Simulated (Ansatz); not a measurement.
System: fcc Pt. Method: LDA (plane waves, PAW; Ansatz, a program for electronic structure).

Run with plane-wave cutoff 500 eV, 24×24×1 k mesh (along the axes of the cell as run), Fermi–Dirac smearing 0.1 eV, scalar-relativistic PAW data made under PBE.

Problem. Estimate the surface energy of the (111) face and work function of the (111) face that the calculation returns.

Solution. 
* **surface energy of the (111) face**: 2.01 J/m²
* **work function of the (111) face**: 6.06 eV

The slab of 6 atoms is relaxed and unreconstructed.

Spin–orbit coupling is not included.
